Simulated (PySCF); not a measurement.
**Adding and removing an electron: BF**

TPSS; basis B def2-TZVPPD, F def2-TZVPPD; no relativity; PySCF 2.14. Neutral (UKS): singlet (closed shell), Re = 1.277 Å, ωe = 1355 cm⁻¹, De = 7.74 eV, HOMO -6.99 eV, LUMO -2.00 eV.

BF⁺ (UKS): doublet (σ ↑), Re = 1.224 Å, ωe = 1641 cm⁻¹, De = 5.65 eV to B⁺ + F. The energies at the minima are -124.72642 hartree for BF and -124.32748 for BF⁺.

(1) Work out the adiabatic ionisation energy, without and with harmonic zero-point energies (1 hartree = 27.2114 eV, 1 eV = 8065.5 cm⁻¹), and the change of the bond length.

For an ion De counts to the pair picked by the measured ionisation energies or electron affinities, which need not be the lowest pair at this level. States were picked by a PBE0 search and need not be the measured ground states.

Results:

(1) At TPSS: 0.39894 hartree = 10.856 eV between the minima; the zero-point term (1641.0 − 1355.0)/2 cm⁻¹ = +0.018 eV makes it 10.873 eV. Re changes by -5.3 pm against the neutral. Minus the HOMO energy is 6.99 eV, -3.87 eV from the value between the minima; self-interaction puts the Kohn–Sham level too high, less so with exact exchange. The electron leaves a σ orbital, and the shorter bond of the ion fits an antibonding orbital, or a change in how ionic the bond is.
